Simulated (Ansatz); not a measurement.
## One structure, 3 elements: AgP3, AgAs3, AgSb3

Plane-wave DFT in Ansatz with scalar-relativistic PAW potentials, cutoff 420 eV, Γ-centred meshes chosen by cell and gap, Gaussian smearing with energies taken to zero width. Every cell was relaxed (cell and atoms) in a run of its own, within the symmetry of its start. Functional: PBE.

All members share space group Pm-3m and the same sites; only the element on one set of sites changes (P, As, Sb). Members needn't be the stable form of their composition. Energies over the elements, where given, are against the elements' standard states in the same functional (H₂, N₂, O₂ and halogens uncorrected, Hg as a solid). The first member:

Space group Pm-3m (No. 221). a = 4.028 Å, b = 4.028 Å, c = 4.028 Å, α = 90.00°, β = 90.00°, γ = 90.00°
| atom | site | symmetry | x | y | z |
| --- | --- | --- | --- | --- | --- |
| Ag | 1a | m-3m | 0.0000 | 0.0000 | 0.0000 |
| P | 3c | 4/mm.m | 0.0000 | 0.5000 | 0.5000 |

Problem. How do size, gap and binding change down the group?

Solution.
| compound | V (Å³/atom) | a (Å) | energy over elements (eV/atom) |
| --- | --- | --- | --- |
| AgP3 | 16.34 | 4.028 | 0.750 |
| AgAs3 | 19.46 | 4.270 | 0.443 |
| AgSb3 | 25.72 | 4.685 | 0.293 |

Over the series the volume grows at each step down the group; all are metallic on the mesh; none is bound against its elements in this structure, and Sb comes closest.

Spin-orbit coupling is left out, which matters for the bands of heavy elements.